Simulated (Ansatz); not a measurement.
## hcp Be

Computed with HSE06 (Ansatz, a first-principles code, plane waves, PAW).

Run with plane-wave cutoff 500 eV, 12×8×1 k mesh (along the axes of the cell as run), Fermi–Dirac smearing 0.1 eV, scalar-relativistic PAW data made under PBE.

Cell: relaxed with r²SCAN.

| Item | Value |
|---|---|
| surface energy of the (10-10) face | 2.08 J/m² |
| work function of the (10-10) face | 4.49 eV |

Note: exact exchange on metals is sensitive to the k mesh and can open a false gap.

The slab of 12 atoms is relaxed and unreconstructed.

The computed numbers hold no vibrational or temperature effects.

Cost on a shared machine: around 5 core-minutes (rough).
